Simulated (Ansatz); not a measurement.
Scan of [H···H···OH], doublet

Starting geometry:

```xyz
4

H    -2.0456    0.0498    0.0000
H    -1.3006    0.0498    0.0000
O     0.1834    0.0498    0.0000
H     0.4352   -0.8901    0.0000
```

From there H2 is moved from one fragment to the other while all else, the fragments' distance too, stays fixed, so the hump isn't the reaction's barrier; atoms are numbered as listed. Energies are in kJ/mol, counted from the starting geometry at the same level.

Basis 6-31G; Ansatz 0.2.0. Only valence electrons are correlated (noble-gas cores frozen). R marks a restricted (for open shells ROHF) determinant, U an unrestricted one.

For open shells CISD is restricted-active-space CI with the open shells as a complete middle space.

Full CI is exact within this basis and frozen core; it isn't the basis-set limit. The frozen core follows each run's orbitals, which can shift R against U totals by a few meV.

```
distance H1-H2 (Å)  full CI  unpaired electrons (full CI)  error RMP2  error UMP2  error CISD  error RCCSD  error UCCSD(T)  error RCCSDT
             0.693      3.2                          1.02        -2.6        -1.8        -1.7         -0.4            -0.1           0.0
             0.745      0.0                          1.02         0.0         0.0         0.0          0.0             0.0           0.0
             0.816      6.6                          1.02         4.8         2.9         3.4          0.7             0.2           0.1
             0.886     16.7                          1.03        10.7         5.5         8.2          1.6             0.4           0.3
             0.957     22.2                          1.03        11.7         5.1        13.3          2.7             0.7           0.5
             1.027     18.3                          1.03       -20.7        -2.1         9.3          3.5             0.8           0.8
             1.098      5.5                          1.03       -21.2       -13.6         6.9          2.6             0.7           0.8
             1.168    -10.0                          1.02       -24.7       -21.3         3.9          1.7             0.6           0.7
             1.239    -19.7                          1.02       -27.4       -25.0         1.5          0.9             0.4           0.6
```

Unpaired electrons are Σ n²(2−n)² over natural occupations. Errors are those of relative energies. In total energy the starting point itself misses full CI by: RMP2 51.7, UMP2 49.1, CISD 18.5, RCCSD 3.8, UCCSD(T) 1.1, RCCSDT 0.7 kJ/mol.

Spread of the error over the points with a reference, to 1.239 Å (largest less smallest): RCCSDT 0.8, UCCSD(T) 0.9, RCCSD 3.9, CISD 15.0, UMP2 30.5, RMP2 39.1 kJ/mol.
